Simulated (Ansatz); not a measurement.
SiPNH8, closed shell: a pair in one relaxed arrangement.

Input (in.yaml):

```yaml
crystal:
  periodic: [false, false, false]
  atoms:
    - {symbol: Si, position_ang: [0.088261, -0.464358, -1.488294]}
    - {symbol: N, position_ang: [0.160926, 1.207148, -1.079723]}
    - {symbol: H, position_ang: [1.317033, -1.111288, -0.960805]}
    - {symbol: H, position_ang: [-1.118763, -1.039676, -0.839744]}
    - {symbol: H, position_ang: [0.004086, -0.775229, -2.946365]}
    - {symbol: H, position_ang: [-0.649666, 1.787528, -1.227098]}
    - {symbol: H, position_ang: [1.004482, 1.724345, -1.270162]}
    - {symbol: P, position_ang: [-0.773048, -0.366336, 2.531959]}
    - {symbol: H, position_ang: [0.016278, -1.464681, 2.100605]}
    - {symbol: H, position_ang: [0.128659, -0.026683, 3.575271]}
    - {symbol: H, position_ang: [-0.178248, 0.529232, 1.604457]}
basis:
  gaussian: {orbitals: def2-SVP}
hamiltonian: {xc: {name: wB97M-V}}
```

Launched with

```bash
ansatz run in.yaml --threads 4 --pin off --events-out ev --progress --plain --max-ram 9574MiB
```

The run's output (Ansatz 0.2.0):

```
Functional definition: wB97M-V
  name "wB97M-V"
  cite "Mardirossian & Head-Gordon, J. Chem. Phys. 144, 214110 (2016) doi:10.1063/1.4952647"
  cite "Becke, J. Chem. Phys. 107, 8554 (1997) doi:10.1063/1.475007"
  cite "Vydrov & Van Voorhis, J. Chem. Phys. 133, 244103 (2010) doi:10.1063/1.3521275"
  # Of w^i u^j: cxij and so on, Table III.
  parameter omega = 0.3/bohr
  parameter cx = 0.15
  parameter cx01 = 1.007
  parameter cx10 = 0.259
  parameter css00 = 0.443
  parameter css04 = -1.437
  parameter css10 = -4.535
  parameter css20 = -3.390
  parameter css43 = 4.278
  parameter cos00 = 1.000
  parameter cos10 = 1.358
  parameter cos20 = 2.924
  parameter cos21 = -8.812
  parameter cos60 = -1.390
  parameter cos61 = 9.142
  parameter b = 6.0
  parameter c = 0.01
  gx(w, u) = 1 - cx + cx01*u + cx10*w
  gss(w, u) = css00 + css04*u^4 + css10*w + css20*w^2 + css43*w^4*u^3
  gos(w, u) = cos00 + cos10*w + (cos20 + cos21*u)*w^2 + (cos60 + cos61*u)*w^6
  exchange = spin_sum(e_x_unif_sr(omega)*gx(b97_w, b97_u_x)) + cx*exact_x_sr(omega) + exact_x_lr(omega)
  correlation = spin_sum(e_c_pw_mod_same_spin*gss(b97_w, b97_u_same))
      + integral(e_c_pw_mod_opposite_spin*gos(b97_w_opposite, b97_u_opposite)) + vv10(b, c)
1039 factors; their error is unknown
325 factors; integrals over basis functions are off by at most 1.1e-5 eV
mean field evaluation 1: about -18774.2712 eV, gradient 4.0e1 eV
mean field evaluation 2: about -18774.5834 eV, gradient 3.8e1 eV
mean field evaluation 4: about -18777.4496 eV, gradient 4.2e-1 eV
mean field evaluation 8: about -18777.5059 eV, gradient 4.9e-3 eV
mean field -18777.50593695 eV, -690.0606153321 hartree, gradient 6.7e-5 eV, S^2 0.000000; 0 other end points of the search recorded, 0 dependent functions left out
reference -18777.50598308 eV, -690.0606170276 hartree; 22, 22 occupied and 68, 68 virtual orbitals, 1039 factors
Total energy: -18777.50598308 eV, -690.0606170276 hartree
```

The run took about 4.1 s on 4 CPU threads of an Arm Neoverse N1 (shared host).
